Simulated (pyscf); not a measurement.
PySCF, gas phase, ωB97X-D3(BJ)/def2-SVP geometries.

Q: What are the homolytic bond dissociation enthalpies (298 K) of F–C(F)(F)–SiH₃ at ωB97M-D3(BJ)/def2-TZVP, weakest first?

A: C–Si to F–C•(F)–F + SiH₃•: 85.7 kcal/mol; H–Si to F–C(F)(F)–SiH₂• + H•: 93.3 kcal/mol; C–F to F• + F–C•(F)–SiH₃: 117.8 kcal/mol. Ring and multiple bonds, and those that leave no two simple radicals, are not listed. Other isomers of F–C•(F)–SiH₃, F–C(F)(F)–SiH₂• were not searched in full and may lie lower. Left out: the spin-orbit lowering of F.
